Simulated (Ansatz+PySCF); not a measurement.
**singlet C₄H₈: levels of theory in one basis**

```json
{"atom": "C", "x (Å)": "0.0000", "y (Å)": "0.0000", "z (Å)": "-1.3425"}
{"atom": "C", "x (Å)": "0.0000", "y (Å)": "0.0000", "z (Å)": "-0.1113"}
{"atom": "C", "x (Å)": "0.0000", "y (Å)": "1.1689", "z (Å)": "0.6230"}
{"atom": "C", "x (Å)": "0.0000", "y (Å)": "-1.1689", "z (Å)": "0.6230"}
{"atom": "H", "x (Å)": "0.0000", "y (Å)": "-0.8587", "z (Å)": "-1.8672"}
{"atom": "H", "x (Å)": "0.0000", "y (Å)": "0.8587", "z (Å)": "-1.8672"}
{"atom": "H", "x (Å)": "0.0000", "y (Å)": "1.9887", "z (Å)": "0.0312"}
{"atom": "H", "x (Å)": "-0.8127", "y (Å)": "1.2152", "z (Å)": "1.2297"}
{"atom": "H", "x (Å)": "0.8127", "y (Å)": "1.2152", "z (Å)": "1.2297"}
{"atom": "H", "x (Å)": "0.0000", "y (Å)": "-1.9887", "z (Å)": "0.0312"}
{"atom": "H", "x (Å)": "0.8127", "y (Å)": "-1.2152", "z (Å)": "1.2297"}
{"atom": "H", "x (Å)": "-0.8127", "y (Å)": "-1.2152", "z (Å)": "1.2297"}
```

Basis set: def2-SVP (spherical functions). Frozen core: 4 orbitals. Charge 0, multiplicity 1.

Computed with Ansatz (development build ahead of 0.2.0); each method stands on the lowest determinant of its kind that the runs found. NEVPT2 correlates all electrons. Active spaces start from the frontier orbitals, and the lowest solution found is given.

```json
{"method": "RHF", "E − E(RHF) (eV)": "0.00", "<S²> of the determinant": "0.00"}
{"method": "CASSCF(2,2)", "E − E(RHF) (eV)": "-0.60", "<S²> of the determinant": "–"}
{"method": "SC-NEVPT2(2,2)", "E − E(RHF) (eV)": "-15.49", "<S²> of the determinant": "–"}
```

Q: What does RHF-MP2 give on the same scale?

A: -15.03 eV.

Q: Is a single determinant a sound starting point here?

A: By this sign, yes. Unrestricted orbitals gain 0.00 eV and <S²> is 0.00 against 0.00 for a pure state. The CASSCF(2,2) natural occupations are 1.94, 0.06.

Caution for CASSCF(2,2): other starts end on other solutions of this active space.
